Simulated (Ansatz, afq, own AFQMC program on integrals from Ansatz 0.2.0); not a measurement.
GeH3O, doublet: AFQMC among the cluster methods

```yaml
atoms:
  - { symbol: Ge, position_ang: [-0.0327, -0.0154, 0.3241] }
  - { symbol: O, position_ang: [0.0831, 0.1084, -1.4537] }
  - { symbol: H, position_ang: [0.7538, -1.2737, 0.7958] }
  - { symbol: H, position_ang: [0.6218, 1.2916, 0.8261] }
  - { symbol: H, position_ang: [-0.3381, -0.6283, -1.9028] }
```

Connectivity, by distances: GeH2–OH.

Basis cc-pVDZ. Only valence electrons are correlated. AFQMC by an in-house program on the Cholesky factors that Ansatz 0.2.0 writes for its CCSD(T) run. ph-AFQMC/CISD is guided by a CISD state made of CCSD amplitudes; releasing the constraint for a short imaginary time cuts its bias at the price of noise, slowly where states lie close. Free AFQMC starts from the CCSD state and is never constrained. Its projection time is finite, and what remains of the start isn't in its error. Uncertainties: one standard error, sampling alone. No spin–orbit coupling.

Determinant: ROHF, the one that the program's search chose, which needn't be the lowest solution. The geometry is a point of a scan.

No full CI on the walks' own integrals is used here. The released AFQMC energy serves as the reference, which it does only where one determinant dominates, the energy is flat over the last release times and near the phaseless one (40 meV or 2 meV an electron, half that with transition metals). On small molecules, where full CI could be run and the noise was under 10 meV, such values lay within 10 meV of it in 19 cases of 20, a flattering rate, since the rule was set on those same cases; what remains of the bias isn't in the error bar.

Cautions: no relativity below Rb; no spin-orbit coupling; inner d shell frozen; the released value is read at 0.99 1/Eh with a noise of 14 meV, more than in the cases checked, later times being too noisy (meV from the phaseless value at times in 1/Eh: -4 ± 15 at 0.24, 13 ± 12 at 0.51, 8 ± 14 at 0.99, -12 ± 23 at 1.62, 31 ± 23 at 2.40).

- T1 diagnostic: 0.0197
- weight of the determinant in the CISD state: 0.889
- size of the correlated space: 13 electrons in 41 orbitals

Reference: AFQMC with the constraint released, correlation energy -8.373 ± 0.014 eV.

| level | E − E(reference) (kJ/mol) | share of correlation (%) |
| --- | --- | --- |
| HF | 807.9 ± 1.4 | 0.00 |
| MP2 | 80.5 ± 1.4 | 90.03 |
| CCSD | 20.9 ± 1.4 | 97.42 |
| CCSD(T) | 3.6 ± 1.4 | 99.55 |
| ph-AFQMC/HF | -2.0 ± 6.4 | 100.25 |
| ph-AFQMC/CISD | -0.7 ± 1.7 | 100.09 |
| free AFQMC | 1.0 ± 2.5 | 99.88 |

Free projections are given only where their last times agree within the noise and don't stop above the reference; a slow remainder of the start can still hide under it. Released energies are given only where the last usable release times agree within the noise; a slower fall can still hide under it.
